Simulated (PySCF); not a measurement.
CH₂, SMILES [CH2] (connectivity only; charge and spin as stated), neutral, multiplicity 1.

Geometry: B3LYP-D3(BJ)/def2-TZVPD. The isomer is the one that the SMILES or the coordinates give; other isomers of the formula were not compared.

The numbers are results of HF/def2-TZVPD run with PySCF, not measurements.

Gas-phase values at a fixed geometry.

**Question.** Estimate the frontier levels, gap, dipole moment and polarisability. (The exact figures need the calculation; the answer reports its results.)

**Answer.** 
```json
{
  "highest_occupied_level": "-10.79 eV",
  "lowest_empty_level": "1.05 eV",
  "orbital_gap": "11.84 eV",
  "dipole_moment": "1.89 D",
  "quadrupole, principal values (traceless, Buckingham form, about the centre of nuclear charge)": "-2.84, 0.86, 1.98 D·Å",
  "mean_static_polarisability": "15.4 bohr³ (2.28 Å³)",
  "polarisability_principal_values": "13.3, 16.1, 16.6 bohr³"
}
```
